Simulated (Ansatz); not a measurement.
The input, for Ansatz 0.2.0:

```yaml
crystal:
  periodic: [false, false, false]
  atoms:
    - {symbol: Ti, position_ang: [-0.012502, 0.005485, 0.849585]}
    - {symbol: Si, position_ang: [0.071793, -0.010658, -1.318497]}
    - {symbol: H, position_ang: [-0.362311, 1.335846, -0.443023]}
    - {symbol: H, position_ang: [-0.536970, -0.014161, -2.700075]}
    - {symbol: H, position_ang: [-0.507473, -1.285177, -0.464711]}
basis:
  gaussian: {orbitals: def2-mTZVP}
total_charge: 1
correlation: {active_space: {ras: {orbitals: [9, 0, 45], electrons: 18, max_holes: 2, max_particles: 2}, fixed_orbitals: true}}
scf: {lower_state_search: off}
```

```sh
$ ansatz run in.yaml --threads 1 --pin off --events-out ev --progress --plain --max-ram 2393MiB
```

Output:

```
these checks for a lower state are left out or cut short: stability, starts, cluster_reference, orbital_swaps, neighbouring_geometries, increment
631 factors; integrals over basis functions are off by at most 6.6e-4 eV
mean field evaluation 1: about -30980.4400 eV, gradient 3.4e1 eV
mean field evaluation 2: about -30980.6615 eV, gradient 3.4e1 eV
mean field evaluation 4: about -30985.3990 eV, gradient 6.8e0 eV
mean field evaluation 8: about -30986.1855 eV, gradient 4.1e-1 eV
mean field evaluation 16: about -30986.2015 eV, gradient 1.4e-3 eV
mean field -30986.20154761 eV, -1138.7219036730 hartree, gradient 2.0e-6 eV, S^2 0.000000; 0 other end points of the search recorded, 0 dependent functions left out
reference -30986.20154761 eV, -1138.7219036730 hartree; 19, 19 occupied and 45, 45 virtual orbitals, 631 factors
state -30995.22158805 eV, -1139.0533840452 hartree
Total energy: -30995.22158805 eV, -1139.0533840452 hartree
Checks for a lower state left out: stability, starts, cluster_reference, orbital_swaps, neighbouring_geometries, increment
```

Natural occupations: 1.9947 1.9854 1.9828 1.9805 1.9782 1.9720 1.9699 1.9608 1.9463 0.0407 0.0317 0.0196 0.0165 0.0163 0.0145 0.0143 0.0119 0.0077 0.0070 0.0065 0.0055 0.0045 0.0041 0.0040.

Ran on 1 thread of Arm Neoverse V2, shared host: 10 s wall, 0.21 GiB peak host memory.
